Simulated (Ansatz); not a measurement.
`CCSSCC`, relaxed with RKS PBE-D4/def2-SVP in Ansatz 0.2.0 from a rough embedded geometry. The force threshold is 0.03 eV/Å; the program also tests the step.

Total charge 0; spin multiplicity 1.

Start:

```xyz
16

C     1.479    0.901   -2.254
C     1.337   -0.309   -1.357
S     1.326    0.157    0.419
S    -0.403    1.197    0.589
C    -1.611   -0.109    1.047
C    -1.334   -0.673    2.424
H     1.491    0.594   -3.298
H     0.646    1.585   -2.101
H     2.403    1.429   -2.033
H     0.417   -0.857   -1.562
H     2.186   -0.984   -1.451
H    -1.569   -0.881    0.279
H    -2.576    0.392    1.000
H    -1.381    0.115    3.172
H    -2.069   -1.436    2.670
H    -0.342   -1.120    2.455
```

Q: By how much does the energy fall, and how many steps does the optimiser take? (An estimate is asked.)

A: Computed: 12.31 kJ/mol, in 5 steps.

Q: Which bonds change most? (Best estimate.)

A: Ansatz gave: S3–S4 from 2.025 to 2.078 Å; C5–H13 from 1.088 to 1.112 Å; C2–H11 from 1.089 to 1.112 Å; C1–H7 from 1.088 to 1.110 Å.

Q: Give the relaxed structure. (Best estimate.)

A: Computed: 
```xyz
16

C     1.417    0.846   -2.277
C     1.396   -0.292   -1.268
S     1.417    0.258    0.493
S    -0.361    1.318    0.673
C    -1.594   -0.003    1.050
C    -1.341   -0.735    2.359
H     1.395    0.453   -3.315
H     0.529    1.497   -2.139
H     2.324    1.472   -2.157
H     0.524   -0.963   -1.416
H     2.307   -0.928   -1.337
H    -1.638   -0.699    0.186
H    -2.556    0.556    1.063
H    -1.361   -0.036    3.220
H    -2.109   -1.519    2.526
H    -0.348   -1.227    2.338
```
